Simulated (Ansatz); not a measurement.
This Ansatz (a first-principles code) input (CCSD(T)/cc-pwCVQZ) gives -274.62629 Eh with 252 basis functions. A basis named .json is the Basis Set Exchange file of that set (core-valence sets with the plain set on hydrogen).

Ansatz 0.2 input:
```yaml
crystal:
  periodic: [false, false, false]
  atoms:
    - {symbol: F, position_ang: [0.03923562, 1.10057360, -0.27954166]}
    - {symbol: O, position_ang: [-0.01962367, 0.00815420, 0.59730772]}
    - {symbol: F, position_ang: [-0.02179237, -1.10782178, -0.25139853]}
basis:
  gaussian:
    orbitals: cc-pwCVQZ.json
magnetization: {spin_polarized: false}
correlation: {method: ccsd_t, frozen_orbitals: {F: 0, O: 0}}
```

Change:
```diff
- orbitals: cc-pwCVQZ.json
+ orbitals: cc-pVQZ
```

Problem. What does the run give now?

Solution. -274.52906 Eh (CCSD(T)/cc-pVQZ, 165 functions), a change of +97.23 mEh.
